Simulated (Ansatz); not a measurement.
# SiP+ (singlet): from Hartree-Fock to the top rungs at distance Si1–P2 = 2.399 Å, cc-pVDZ

How much of the correlation energy of SiP+ (singlet) does each wave-function method recover here?

Method: cc-pVDZ, core rule «outside noble gas», up to 10 orbitals frozen; program: Ansatz 0.2.0, Gaussian basis.

Plan: UHF; CCSD(T) on RHF; CCSD(T) on UHF; BCCD(T) on RHF; CISD; CCSDT(Q) on RHF; CCSDT(Q) on UHF; CCSDTQ on RHF; CCSDTQ on UHF; CASSCF and MRCISD+Q, 2 electrons in 2 orbitals; CASSCF and NEVPT2, 2 electrons in 2 orbitals; CASSCF and MRCISD+Q, 8 electrons in 8 orbitals; CASSCF and NEVPT2, 8 electrons in 8 orbitals; Full CI.

2 further runs of the same task are left out: 1 for a known fault of the program, 1 that didn't finish. Runs told in other sessions of the task aren't counted.

### 1 The system

The geometry derives from a PBE0/def2-TZVP stationary point (not a proven minimum). One bond is set to the value named and the two fragments are kept rigid.

2 atoms, charge 1, spin multiplicity 1.

Atoms are counted from 1 here; the program's logs count them from 0.

Bond lengths: Si1–P2 2.399 Å.

### 2 UHF

Input file in.yaml:

```yaml
crystal:
  periodic: [false, false, false]
  atoms:
    - {symbol: Si, position_ang: [0.000000, 0.000000, 0.000000]}
    - {symbol: P, position_ang: [0.000000, 0.000000, 2.399000]}
basis:
  gaussian: {orbitals: cc-pVDZ}
total_charge: 1
magnetization: {spin_polarized: true, initial_magnetization: 0}
hamiltonian: {xc: hf}
output: {orbitals: {seedname: orbitals}}
```

Run with:

```bash
> ansatz run in.yaml --threads 1 --pin off --events-out ev --progress --plain --max-ram 3968MiB --backend cpu
```

Further steps of the session: CCSD(T) on RHF; CCSD(T) on UHF; BCCD(T) on RHF; CISD; CCSDT(Q) on RHF; CCSDT(Q) on UHF; CCSDTQ on RHF; CCSDTQ on UHF; CASSCF and MRCISD+Q, 2 electrons in 2 orbitals; CASSCF and NEVPT2, 2 electrons in 2 orbitals; CASSCF and MRCISD+Q, 8 electrons in 8 orbitals; CASSCF and NEVPT2, 8 electrons in 8 orbitals; Full CI.

**Question.** What will the summary of the whole plan be? Wanted: FCI from the RHF energy; RMP2 from FCI; RCCSD from FCI; RCCSD(T) from FCI; RCCSDT(Q) from FCI; T1 diagnostic; effectively unpaired electrons.

As calculated:

| quantity | value |
| --- | --- |
| FCI from the RHF energy | -5.6491 eV |
| RMP2 from FCI | +1613.6 meV |
| RCCSD from FCI | +502.5 meV |
| RCCSD(T) from FCI | +224.6 meV |
| RCCSDT(Q) from FCI | +12.8 meV |
| levels within 1 kcal/mol (43 meV) | RCCSDT(Q), RCCSDTQ |
| T1 diagnostic | 0.040 |
| effectively unpaired electrons | 2.15 |

RCCSD(T) lands +224.6 meV from the yardstick (4.0 % of the correlation energy). With 2.2 effectively unpaired electrons against 0 the state is strongly multireference. These misses are within one basis, not against nature.

The restricted and unrestricted ladders end 0.76 eV apart at CCSDT(Q), which points to two states or an unsound top rung; rows of one don't measure the error of the other.
